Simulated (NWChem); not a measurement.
Molecule: hydrogen fluoride (HF); SMILES F

Computed with NWChem. Medium grid unless said otherwise, to which SCAN and Minnesota functionals are sensitive. Coordinates come from a B3LYP/6-31G* (spherical d) optimisation. Computed dipoles belong to the equilibrium geometry; the measured one is vibrationally averaged.

Measured dipole moment: 1.82 D (NIST CCCBDB, as tabulated in the package chemicals).

| level | dipole moment (D) | computed − measured |
|---|---|---|
| B3LYP/def2-TZVP | 1.95 | +0.13 |
| PBE/def2-TZVP | 1.90 | +0.08 |
| TPSSh/def2-TZVP | 1.92 | +0.10 |
| M06-2X/def2-TZVP | 1.98 | +0.16 |
| B97-D/def2-TZVP | 1.91 | +0.09 |
| LC-wPBE (HJS exchange hole, range parameter 0.4 per bohr)/def2-TZVP | 1.96 | +0.14 |
| KT2/def2-TZVP | 1.87 | +0.05 |
| MN15/def2-TZVP | 1.99 | +0.17 |
